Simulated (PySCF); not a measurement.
Gas-phase reaction: BHF₂ + N + 3 H = H₂BNH₂ + F₂, at 500 K and a standard pressure of 1 bar. Level: PBE/def2-TZVP†.

Computed with PySCF and rigid-rotor harmonic-oscillator thermochemistry at 1 bar. † marks an energy on the PBE0/def2-TZVP geometry and frequencies. Open shells (unrestricted): N (multiplicity 4), H (multiplicity 2); the rest are closed-shell singlets. H₂BNH₂: computed as isolated molecules; such fragments, hydroxides, amides, oligomers or adducts are transient or little studied in the gas. The harmonic model lacks anharmonicity and excited electronic states, which grow with temperature; levels with a mode under 35 cm⁻¹ are left out.

```
species      E (Ha)  H(500 K) − E (kJ/mol)  S°(500 K) (J/mol/K)
-------  ----------  ---------------------  -------------------
BHF₂     -225.11429                   67.7                269.5
N         -54.53214                   10.4                164.0
H          -0.49962                   10.4                125.5
H₂BNH₂    -81.94953                  148.8                257.4
F₂       -199.42211                   21.7                218.2
```
E: electronic energy; H − E holds the zero-point and thermal terms. 1 Ha = 2625.5 kJ/mol.

Question: Work out ΔH°, ΔS°, ΔG° and log10 K from these numbers.

Answer: 1. ΔE = 1×(-81.94953) + 1×(-199.42211) − 1×(-225.11429) − 1×(-54.53214) − 3×(-0.49962) = -0.22635 Ha = -594.3 kJ.
2. Δ(H − E) = 1×(148.8) + 1×(21.7) − 1×(67.7) − 1×(10.4) − 3×(10.4) = 61.2 kJ, so ΔH° = -533.1 kJ.
3. ΔS° = 1×(257.4) + 1×(218.2) − 1×(269.5) − 1×(164.0) − 3×(125.5) = -334.4 J/K; the number of gas molecules changes by -3.
4. ΔG° = ΔH° − TΔS° = -533.1 − 500×(-334.4)/1000 = -365.9 kJ.
5. log10 K = −ΔG°/(RT ln 10) = 38.23, with RT ln 10 = 9.57 kJ/mol; at standard pressures the products are favoured.
6. A shift of 10 kJ in ΔE would move log10 K by 1.04 here.
For scale, ΔH°(298 K) is -524 kJ at this level, -479 kJ at ωB97M-V/def2-TZVP†, and runs from -1095 to 14 kJ over the 20 levels computed.
